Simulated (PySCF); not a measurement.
PySCF input:

```python
from pyscf import gto, scf, dft

mol = gto.M(
    atom='''
    C     0.00053452    0.00126565    0.33943617
    H     0.00225136    0.00533085    1.42969220
    F     0.00598628    1.25541479   -0.13307438
    F     1.08434551   -0.63379114   -0.12772827
    F    -1.09093829   -0.62305973   -0.12434282
    ''',
    basis='def2-tzvpd',
    charge=0,
    spin=0,
    verbose=4,
)

mf = dft.RKS(mol, xc='tpss').density_fit(auxbasis='def2-universal-jkfit')
mf.grids.level = 3
mf.conv_tol = 1e-9
mf.max_cycle = 100
mf.max_memory = 1500
mf.kernel()
if not mf.converged:
    mf = mf.newton()
    mf.kernel(mf.make_rdm1())
mf.analyze()
```

Task: What final total energy does it print?

Result: -338.42074 Eh (TPSS/def2-TZVPD).
